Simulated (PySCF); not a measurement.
Delta-SCF ions had no search for a lower state. Excitations are Tamm–Dancoff values on a coarser integration grid. The basis has no diffuse functions, so Rydberg states are missing or too high.

# C3H4, SMILES `C=C=C` (charge 0, multiplicity 1)

Method: r2SCAN-D4/def2-TZVP run with PySCF.

```
Quantity                                                                  Value
--------------------------------------  ---------------------------------------
HOMO                                                                   -6.76 eV
dipole moment                                                            0.00 D
HOMO–LUMO gap                                                           6.31 eV
LUMO                                                                   -0.44 eV
S1 excitation (TDA)                                                     6.25 eV
S1 oscillator strength                                                    0.000
vertical ionisation energy (Delta-SCF)                                  9.98 eV
total energy                                                        -3173.52 eV
cost                                    about 2.4 core-minutes (a rough figure)
```

Bond lengths (Å): C1–C2 1.301, C1–H4 1.085, C1–H5 1.085, C2–C3 1.301, C3–H6 1.085, C3–H7 1.085. Bond angles (°): C2–C1–H4 121.2, C2–C1–H5 121.2, H4–C1–H5 117.5, C1–C2–C3 180.0, C2–C3–H6 121.2, C2–C3–H7 121.2, H6–C3–H7 117.5.
